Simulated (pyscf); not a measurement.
`[CH4]` + `[Cl][SiH2][Cl]` → `[CH3][SiH2][Cl]` + `[ClH]` (four-centre exchange; singlet surface; C–H, Cl–Si broken, C–Si, Cl–H formed). Structures and frequencies: ωB97X-D3(BJ)/def2-SVP in PySCF. MP2 and CC: frozen core, UHF for open shells. ΔMP2 is the change of the MP2 total energy from the triple- to the quadruple-zeta basis. Energies in kJ/mol from the separated reactants.

```json
[
 {"level": "r²SCAN/def2-TZVP", "barrier": "?", "reaction energy": "+100.8"},
 {"level": "PBE0-D3(BJ)/def2-TZVP", "barrier": "233.2", "reaction energy": "+96.4"},
 {"level": "ωB97M-D3(BJ)/def2-TZVP", "barrier": "251.3", "reaction energy": "+96.5"},
 {"level": "HF/def2-TZVP", "barrier": "342.7", "reaction energy": "+104.1"},
 {"level": "CCSD/def2-TZVPP", "barrier": "277.1", "reaction energy": "+92.3"},
 {"level": "CCSD(T)/def2-TZVPP", "barrier": "264.3", "reaction energy": "+92.3"},
 {"level": "CCSD(T)/def2-TZVPP + ΔMP2(QZVPP)", "barrier": "?", "reaction energy": "?"}
]
```

What belongs in the gaps?


- r²SCAN/def2-TZVP, barrier: 238.4
- CCSD(T)/def2-TZVPP + ΔMP2(QZVPP), barrier: 260.6
- CCSD(T)/def2-TZVPP + ΔMP2(QZVPP), reaction energy: +93.9

Of the functionals in the table, ωB97M-D3(BJ) is closest to CCSD(T)/def2-TZVPP + ΔMP2(QZVPP) in the barrier (9.3 kJ/mol apart) and PBE0-D3(BJ) least close (27.4 kJ/mol); that level has limits of its own. One saddle was located; it need not be the lowest between these sides. The CCSD(T) − MP2 part came from Ansatz, without density fitting, on the same reference.
